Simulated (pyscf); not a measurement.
**Hydrogen abstraction: CH₄ (SMILES C) + NH₂• (SMILES [NH2]) → CH₃• (SMILES [CH3]) + NH₃ (SMILES N)**

Gas phase, doublet surface, charge 0. Bonds broken: C1–H2. Bonds formed: H2–N6. Single points on ωB97X-D3(BJ)/def2-SVP structures (PySCF, gas phase). Correlated levels are frozen-core, on RHF or UHF. ΔMP2 is the change of the MP2 total energy from the triple- to the quadruple-zeta basis.

Transition state (Å):

```xyz
8

C     -1.3184    -0.6935     0.1012
H     -0.7101     0.4216    -0.2846
H     -0.9130    -1.5347    -0.4751
H     -2.3811    -0.5074    -0.1014
H     -1.0932    -0.7597     1.1736
N     -0.0116     1.2934    -0.8559
H      0.9054     0.8275    -0.8167
H     -0.3062     1.1340    -1.8292
```

One imaginary mode, 1807i cm⁻¹; descent along it reached the two sides named.

```json
[
 {"bond": "C1–H2", "change": "breaks", "reactant side (Å)": "1.100", "saddle": "1.328", "product side": "3.0"},
 {"bond": "H2–N6", "change": "forms", "reactant side (Å)": "2.464", "saddle": "1.255", "product side": "1.021"}
]
```

Electronic energies relative to the separated reactants (kcal/mol):

```json
[
 {"level": "ωB97X-D3(BJ)/def2-TZVP", "barrier": "12.9", "reaction energy": "-1.0", "reverse barrier": "13.9"},
 {"level": "PBE/def2-TZVP", "barrier": "4.6", "reaction energy": "-2.6", "reverse barrier": "7.2"},
 {"level": "r²SCAN/def2-TZVP", "barrier": "8.5", "reaction energy": "-2.5", "reverse barrier": "11.1"},
 {"level": "B3LYP-D3(BJ)/def2-TZVP", "barrier": "10.2", "reaction energy": "-1.4", "reverse barrier": "11.5"},
 {"level": "PBE0-D3(BJ)/def2-TZVP", "barrier": "9.4", "reaction energy": "-2.0", "reverse barrier": "11.4"},
 {"level": "M06-2X/def2-TZVP", "barrier": "12.6", "reaction energy": "-2.6", "reverse barrier": "15.2"},
 {"level": "ωB97M-D3(BJ)/def2-TZVP", "barrier": "13.2", "reaction energy": "-1.9", "reverse barrier": "15.1"},
 {"level": "HF/def2-TZVP", "barrier": "32.3", "reaction energy": "+2.6", "reverse barrier": "29.8"},
 {"level": "MP2/def2-QZVPP", "barrier": "14.1", "reaction energy": "-5.3", "reverse barrier": "19.3"},
 {"level": "CCSD/def2-TZVPP", "barrier": "17.1", "reaction energy": "-1.6", "reverse barrier": "18.7"},
 {"level": "CCSD(T)/def2-TZVPP", "barrier": "14.6", "reaction energy": "-1.9", "reverse barrier": "16.6"},
 {"level": "CCSD(T)/def2-TZVPP + ΔMP2(QZVPP)", "barrier": "14.2", "reaction energy": "-2.7", "reverse barrier": "16.9"}
]
```

With CCSD(T)/def2-TZVPP + ΔMP2(QZVPP) energies and thermal terms (ideal gas, 1 atm, RRHO with modes under 100 cm⁻¹ raised to 100, one conformer, R ln 2 for rigid chiral ones), in kcal/mol:

```csv
T (K),ΔH‡,ΔG‡,ΔH,ΔG
298,12.8,20.4,-2.4,-2.9
600,13.2,28.1,-2.0,-3.6
900,14.0,35.3,-1.9,-4.4
1200,14.9,42.3,-1.8,-5.2
```

One saddle was located; it need not be the lowest between these sides. The angle at the transferred H is 166°. The CCSD(T) − MP2 part came from Ansatz, without density fitting, on the same reference.
